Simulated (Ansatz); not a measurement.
Rutile CrO2: cohesive energy by level of theory

No measured value is used here.

| level (code) | value (eV/atom) | cell (Å³/atom) |
|---|---|---|
| LDA (Ansatz) | 6.60 | 9.02 |
| PBE (Ansatz) | 5.36 | 9.62 |
| PBEsol (Ansatz) | (withheld) | 9.28 |
| r²SCAN (Ansatz) | 5.24 | 9.41 |
| HSE06 (Ansatz) | 4.63 | 9.29 |

Task: What belongs in the gaps?

Result: 
- PBEsol (Ansatz, an electronic-structure program), value (eV/atom): 5.81

Spin-polarised runs: LDA (parallel moments), PBE (parallel moments), PBEsol (parallel moments), r²SCAN (parallel moments), HSE06 (parallel moments). HSE06: the free atom's electronic state is in doubt. Each level is taken at its own relaxed cell. Cutoffs and k meshes differ between the levels. Ansatz's density-functional and Hartree–Fock values are scalar-relativistic unless marked +SOC, with PAW data made under PBE.
